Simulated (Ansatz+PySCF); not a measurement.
The numbers below are computed, except where a source is named.
A run of PySCF 2.14.0 on triplet AlN at this shape:

```xyz
2

Al    0.0000    0.0000    0.0000
N     0.0000    0.0000    2.1800
```

Its results:

```
Converged                       : yes
Reference energy                : -292.58643 hartree
CCSD correlation energy         : -0.06021 hartree
Triples correction              : -0.00589 hartree
Total energy                    : -292.65253 hartree
Spin squared of the determinant : 2.041
```

Problem. Which input gives this output? Name the method, the orbitals and the basis set, and write the input.

Solution. UHF-CCSD(T) in STO-3G.

```python
from pyscf import gto, scf, cc

mol = gto.M(atom="""
Al 0.000000 0.000000 0.000000
N 0.000000 0.000000 2.180000
""", basis='sto-3g', charge=0, spin=2)
mf = scf.UHF(mol)
mf.kernel()
mycc = cc.CCSD(mf, frozen=6).run()
et = mycc.ccsd_t()
print(mf.e_tot, mycc.e_corr, et, mycc.e_tot + et)
```

This is not the lowest solution: another run reaches a determinant 1.79 eV lower. Caution: large share of triples, a single reference is doubtful; another reference gives a lower total.
